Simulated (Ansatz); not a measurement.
Two isomers of C5H8O: A = `C=C1OC1(C)C`, B = `CC1C=COC1`.

Program: Ansatz. Geometries: PBE0-D4/def2-TZVP. ΔE: electronic, gas phase. CBS: MP2 limit from def2 TZ/QZ plus the TZ coupled-cluster correction, frozen cores. Functionals use def2-TZVPP. B3LYP here is the variant with VWN-RPA as its local correlation; programs differ in this.

(1) Which is lower in electronic energy at CCSD(T)/CBS, and by how much? (An estimate is asked.)

(2) Give E(B) − E(A) in kJ/mol with MP2/def2-TZVPP, HF/def2-TZVPP, PBE-D4, r2SCAN-D4, B3LYP-D4, ωB97M-V, B3LYP. (Estimate.)

Largest T1 diagnostic: 0.012.

Answers

(1) Ansatz gave: B, by 88.2 kJ/mol.

(2) The calculation gave: MP2/def2-TZVPP -85.3, HF/def2-TZVPP -92.8, PBE-D4 -69.9, r2SCAN-D4 -72.5, B3LYP-D4 -77.3, ωB97M-V -82.6, B3LYP -73.5. None reverses the order clearly.

From PBE to PBE0 (25 % exact exchange), in def2-TZVPP and without D4, E(B) − E(A) moves by −12.4 kJ/mol. The D4 term adds −3.7 kJ/mol with B3LYP and −1.7 kJ/mol with PBE0; it sums over pairs of atoms, weighted by their polarisabilities, and B3LYP, whose exchange is more repulsive, gets the larger term.
